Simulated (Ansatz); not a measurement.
A made-up structure of BH$_{2}$SO (charge -1), singlet:

```
5
angstrom
O -0.4196 -0.0571 1.4908
B -0.4350 -0.2637 0.1473
S 0.6686 0.2898 -1.0146
H -1.0903 -0.8170 -0.6991
H 1.2763 0.8480 0.0755
```

It is relaxed with PBE-D4/def2-SVPD and then PBE0-D4/def2-TZVPD (Ansatz 0.2.0). Atoms count as bonded within 1.22 times the sum of their covalent radii (H–H: 0.88 Å). The end point is not checked to be a true minimum.

Q: Does its bonding change? (Judge from chemistry; the calculation decides.)

A: The calculation gives: No: no bond forms or breaks.

Where it ends: The first stage lowers the energy by 1.18 eV in 9 steps. It ends as BH₂SO ([O][BH][SH]), total charge -1:
```
atom    x (Å)    y (Å)    z (Å)
  O1  -0.5744  -0.1679   1.4255
  B2  -0.5387  -0.3284   0.1693
  S3   0.8600   0.4178  -0.9980
  H4  -1.3067  -0.9411  -0.5751
  H5   1.5597   1.0196  -0.0217
```

Labels in which every atom is bracketed show which atoms are joined, not bond orders.

For scale, one of the runs: PBE0-D4/def2-TZVPD relaxation, 141 basis functions, launched by `ansatz run in.yaml --threads 2 --pin off --events-out ev --progress --plain --max-ram 4352MiB`. The run took about 17 s on 2 CPU threads of an Arm Neoverse V1 (shared host).
